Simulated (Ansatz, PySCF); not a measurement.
Species: C2H4NO, charge 0, multiplicity 2. It need not be the lowest isomer of its formula. 
Coordinates optimised at B3LYP-D3(BJ)/def2-TZVP (Ansatz, a first-principles code):
SMILES: NC(=O)[CH2]
```xyz
8

O      0.2440     1.2982     0.2869
C      0.0056     0.1235     0.0276
N      1.0071    -0.7711    -0.2593
C     -1.3493    -0.3957    -0.0172
H      0.8326    -1.7569    -0.3335
H     -1.5726    -1.4257    -0.2615
H     -2.1561     0.2872     0.1984
H      1.9565    -0.4591    -0.1456
```
Charge 0, spin multiplicity 2.

Dipole moments at this geometry, in debye (magnitudes).

```tsv
level	program	dipole (D)
PBE/def2-TZVPD	PySCF	3.79
BLYP/def2-TZVPD	Ansatz	3.81
r2SCAN/def2-TZVPD	Ansatz	3.87
B97M-V/def2-TZVPD	Ansatz	3.81
B3LYP/def2-TZVPD	Ansatz	3.91
PBE0/def2-TZVPD	Ansatz	(withheld)
r2SCANh/def2-TZVPD	Ansatz	3.90
r2SCAN0/def2-TZVPD	Ansatz	3.95
M06-2X/def2-TZVPD	PySCF	3.97
HSE06/def2-TZVPD	Ansatz	3.90
CAM-B3LYP/def2-TZVPD	Ansatz	3.97
LC-wPBE/def2-TZVPD	Ansatz	3.98
wB97X-V/def2-TZVPD	Ansatz	(withheld)
```

Question: Fill in the missing entries.

Answer: 
- PBE0/def2-TZVPD, dipole (D): 3.90
- wB97X-V/def2-TZVPD, dipole (D): 3.95
